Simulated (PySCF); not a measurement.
Molecule: `InChI=1S/C3H3ClO/c1-2-3(4)5/h2H,1H2`.

Numbering as in the mapped SMILES `[CH2:1]=[CH:2][C:3](=[O:4])[Cl:5]`; H(Xn) means a hydrogen on atom n. Ha(C1) is cis to C3; Hb(C1) is trans to C3.

Geometry PBE0-D3(BJ)/def2-SVP throughout; GIAO in PySCF 2.14.0 with density-fitted response routines, gas phase, one conformer, non-relativistic; equivalent atoms averaged; functional PBE0.

For orientation, 6-311+G(2d,p) gives these absolute shieldings σ: C3 13.8, C1 45.5, C2 46.3, O4 -202.3, Cl5 468.2, Ha(C1) 24.60, H(C2) 24.88, Hb(C1) 25.47 ppm.

A run gave: C3 119.5, C1 119.5, C2 122.0, O4 -137.8, Cl5 785.7, Ha(C1) 25.99, H(C2) 26.23, Hb(C1) 26.44 ppm (absolute shieldings σ).

Which basis set was used in that run?
A. STO-3G
B. def2-TZVP
C. 6-31G
D. def2-SVP

## Answers

A. C3 tells them apart best: STO-3G gives 119.5, def2-SVP gives 25.3, 6-31G gives 32.5, def2-TZVP gives 11.7 ppm.
